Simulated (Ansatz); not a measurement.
What does this script print? It uses Ansatz's Python interface.

Script `run_composite.py`:
```python
"""Relax CH2N2 cheaply, then refine its energy."""

import warnings

import ansatz as az
import numpy as np

GEOMETRY = """
N     0.49240   -1.33530    1.37470
C     0.21920   -0.55400    0.50210
N    -0.07980    0.31300   -0.49160
H    -0.84030    0.22410   -1.01670
H     0.25840    1.27860   -0.40990
"""

warnings.simplefilter("ignore", az.DeckWarning)

system = az.Crystal.molecule()
for line in GEOMETRY.strip().splitlines():
    symbol, *xyz = line.split()
    system = system.atom(symbol, [float(v) for v in xyz])

model = (
    system.calculation()
    .basis(gaussian="def2-SVP")
    .functional("b3lyp", dispersion="d4")
)
symbols = [site.symbol for site in system.cartesian_sites]
start = np.array([site.position_ang for site in system.cartesian_sites], dtype=float)
r = model.relax(force_tolerance=0.01).run(threads=1, pin="off").report
end = np.array(r["positions_ang"])
print("final positions (A) and the move of each atom")
for symbol, xyz, old in zip(symbols, end, start):
    print(f"{symbol:2s} {xyz[0]:10.5f} {xyz[1]:10.5f} {xyz[2]:10.5f}   {np.linalg.norm(xyz - old):7.4f}")

minimum = az.Crystal.molecule()
for symbol, place in zip(symbols, end):
    minimum = minimum.atom(symbol, place.tolist())
at_minimum = minimum.calculation()
# MP2 extrapolated to the basis limit, plus the small-basis difference CCSD(T) - MP2
level = lambda method, basis: at_minimum.basis(gaussian=basis).correlation(method).run(threads=1, pin="off").report
small, large, cluster = level("mp2", "cc-pVDZ"), level("mp2", "cc-pVTZ"), level("ccsd_t", "cc-pVDZ")
corr = lambda each: (each["free_energy_ev"] - each["reference_energy_ev"]) / 27.211386246
mp2_limit = (27 * corr(large) - 8 * corr(small)) / 19
pieces = {"HF / cc-pVTZ": large["reference_energy_ev"] / 27.211386246, "MP2 correlation, DZ-TZ limit": mp2_limit, "CCSD(T) - MP2 / cc-pVDZ": corr(cluster) - corr(small)}
for name, value in pieces.items():
    print(f"{name:32s} {value:14.6f} Ha")
print(f"{'sum':32s} {sum(pieces.values()):14.6f} Ha")
print("T1 diagnostic", round(cluster["correlation"]["coupled_cluster"]["t1_diagnostic"], 4))
```

```console
$ python run_composite.py
final positions (A) and the move of each atom
N     0.46249   -1.29738    1.34633    0.0560
C     0.22653   -0.54212    0.49341    0.0164
N    -0.00263    0.30208   -0.52233    0.0838
H    -0.89421    0.19268   -0.99766    0.0652
H     0.25773    1.27114   -0.36115    0.0493
HF / cc-pVTZ                        -147.965682 Ha
MP2 correlation, DZ-TZ limit          -0.595007 Ha
CCSD(T) - MP2 / cc-pVDZ               -0.031070 Ha
sum                                 -148.591758 Ha
T1 diagnostic 0.0134
```

What to keep in mind:
- Total energies depend on the basis set; only differences at equal settings carry meaning.
- The sum leaves out core correlation, relativity, the Hartree-Fock basis error and zero-point energy; a DZ-TZ extrapolation is rough.
- b3lyp holds the VWN-RPA fit, as in Gaussian; the form of ORCA and Turbomole is b3lyp5.
- Inner cores stay frozen, so this is valence correlation.
- An extrapolation from small basis sets is rough.
- Wall time of the script: 7.8 s on 1 thread of Arm Neoverse V2 (shared host), peak memory 0.22 GiB.
